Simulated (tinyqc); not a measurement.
Ways to converge the cycle: SCF convergence aids in the sto-3g basis, for NH, spin multiplicity 3. Computed by the program tinyqc with PySCF. UHF with one setting changed at a time; a run stops when the energy changes by less than 1e-09 hartree and the error matrix is below 1e-5. The start is the Wolfsberg-Helmholz matrix. Damping d keeps d of the old density; a shift (hartree) raises the virtual levels; DIIS n extrapolates F over n matrices.

Geometry (angstrom):
```
atom       x       y       z
N     0.0000  0.0000  0.0000
H     0.0000  0.0000  1.4460
```

lowest solution found by these runs and by PySCF with stability checks = -54.214003 hartree

Largest element of the error matrix X^T (FDS - SDF) X:
```
iteration    plain  damping 0.3  damping 0.6  shift 0.4   DIIS 3   DIIS 8
1          2.1e-01      2.1e-01      2.1e-01    2.1e-01  2.1e-01  2.1e-01
2          4.0e-02      9.6e-02      1.5e-01    1.4e-01  4.0e-02  4.0e-02
3          1.9e-02      4.6e-02      1.0e-01    6.8e-02  2.0e-02  2.0e-02
4          2.0e-02      2.8e-02      7.4e-02    3.7e-02  2.0e-02  2.0e-02
5          2.0e-02      2.2e-02      5.3e-02    2.6e-02  2.0e-02  2.0e-02
6          2.0e-02      2.1e-02      4.0e-02    2.2e-02  2.0e-02  9.6e-02
8          1.8e-02      2.0e-02      2.8e-02    2.0e-02  2.0e-02  4.1e-02
10         1.5e-02      1.9e-02      2.3e-02    1.9e-02  1.2e-02  3.5e-02
14         7.4e-03      1.5e-02      2.0e-02    1.6e-02  6.5e-05  1.8e-02
20         1.7e-03      7.1e-03      1.7e-02    8.4e-03        -  2.6e-02
30         1.0e-04      1.3e-03      1.0e-02    1.7e-03        -  2.9e-02
45               -      7.8e-05      2.7e-03    1.2e-04        -  2.0e-02
60               -            -      6.2e-04          -        -  1.6e-02
```

How each run ends:
```
run          iterations  E (hartree)                                                        state
plain                39   -54.214003                                                 lowest found
damping 0.3          57   -54.214003                                                 lowest found
damping 0.6         >60   -54.213998  falls steadily but slowly, by a factor of about 0.90 a step
shift 0.4            59   -54.214003                                                 lowest found
DIIS 3               16   -54.214003                                                 lowest found
DIIS 8              >60   -54.187844                                      wanders without falling
```

What does the comparison show, and why?

4 of 6 runs reach the lowest solution found, in 16 to 59 iterations (fastest: DIIS 3). Not converged: damping 0.6, DIIS 8. Plain steps already contract here, so damping only slows them. DIIS 3 gains by cancelling the error over several earlier matrices, much as a quasi-Newton step does. DIIS minimises the error, not the energy, so it can stall or settle near a saddle, and its small system turns near-singular when few rotations are active.
